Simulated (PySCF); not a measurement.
## Löwdin shares of the frontier orbitals

CH2BH, CH3B.
Cartesian coordinates in Å at the PBE0-D3(BJ)/def2-TZVP level; atoms count from 1:
```xyz
5
CH3B angstrom
B      0.7743    0.0380   -0.3010
C     -0.5075   -0.0409    0.1883
H      1.8709    0.1111   -0.7172
H     -1.0736   -0.9675    0.2105
H     -1.0310    0.8256    0.5818
```

The calculation used TDDFT CAM-B3LYP/aug-cc-pVTZ, vertical, gas phase, core orbitals frozen in the response (PySCF). Isolated species at its PBE0-D3(BJ)/def2-TZVP geometry, gas phase.

Frontier orbitals with the atoms that hold most of them (Löwdin shares over 4%, at most four atoms; ? is withheld):

```
orbital  ε (eV)                           atoms
 HOMO-3  -14.88   H3 36%, B1 33%, C2 23%, H4 5%
 HOMO-2  -13.14  C2 51%, H4 18%, H5 17%, B1 14%
 HOMO-1  -12.69   C2 40%, B1 29%, H3 13%, H5 9%
   HOMO       ?                               ?
   LUMO   -0.43                               ?
 LUMO+1    0.39   H5 35%, H4 35%, H3 22%, B1 6%
 LUMO+2    0.74                  B1 81%, H3 10%
```

Task: Give the leading atoms of the LUMO.

Result: B1 (bonded to C and H) 58%; C2 (bonded to B and 2 H) 20%; H3 (bonded to B) 14%.

Task: Give the leading atoms of the HOMO.

Result: C2 (bonded to B and 2 H) 47%; B1 (bonded to C and H) 35%; H5 (bonded to C) 7%; H4 (bonded to C) 7%. By element: carbon 47%, boron 35%, hydrogen 14% or more.

Task: What is the HOMO energy, and the HOMO–LUMO gap?

Result: ε(HOMO) = -8.09 eV; the gap is 7.66 eV (0.2816 hartree).

Task: How does S1 compare with the orbital gap of 7.66 eV?

Result: S1 is at 3.18 eV (f = 0.0000), 4.48 eV below the gap, made of HOMO→LUMO (95%). 

Task: Give energy, strength and leading configuration of S1 and S2, and follow the Löwdin shares of the leading atoms from the occupied to the empty orbital.

Result: 
- S1 (3.18 eV, f 0.0000), HOMO→LUMO (95%): C2 47% → 20%, B1 35% → 58%
- S2 (5.86 eV, f 0.095), HOMO→LUMO+1 (81%): C2 47% → at most 3%, B1 35% → 6%, H5 7% → 35%, H4 7% → 35%

Löwdin shares depend on the basis, the more so with diffuse functions.
